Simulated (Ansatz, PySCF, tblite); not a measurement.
Scan of H2S, singlet: symmetric bend, bond length relaxed. Scanned: H-S-H angle. Other coordinates (S-H bond length) were minimised at PBE0/def2-TZVP.

Levels: GFN2-xTB, 300 K electronic temperature (tblite); RKS-B3LYP/6-31G* = restricted B3LYP/6-31G*, spherical d in PySCF; CCSD(T)/cc-pVDZ = Ansatz (an electronic-structure program) with CCSD(T) on RHF/cc-pVDZ, frozen core; FCI/cc-pVDZ = full CI/cc-pVDZ, frozen core (Ansatz).

Energies relative to the lowest point of each profile, in kcal/mol:

| a / ° | GFN2-xTB | RKS-B3LYP/6-31G* | CCSD(T)/cc-pVDZ |
|---|---|---|---|
| 180 | 70.1 | 72.1 | 72.0 |
| 171.59 | 64.9 | 69.7 | 69.4 |
| 162.06 | 54.0 | 61.8 | 61.2 |
| 151.24 | 40.7 | 48.6 | 48.0 |
| 140.11 | 28.0 | 34.1 | 33.7 |
| 132.24 | 20.2 | 24.5 | 24.3 |
| 119.83 | 10.0 | 12.0 | 11.9 |
| 110.82 | 4.6 | 5.4 | 5.5 |
| 99.34 | 0.6 | 0.6 | 0.7 |
| 89.64 | 0.0 | 0.0 | 0.0 |
| 81.23 | 1.8 | 2.3 | 2.0 |
| 71.71 | 6.7 | 8.1 | 7.1 |

Task: Estimate the FCI/cc-pVDZ values at these points.

Result: 180: 71.9; 171.59: 69.3; 162.06: 61.1; 151.24: 48.0; 140.11: 33.6; 132.24: 24.2; 119.83: 11.9; 110.82: 5.5; 99.34: 0.7; 89.64: 0.0; 81.23: 2.0; 71.71: 7.0 (kcal/mol).
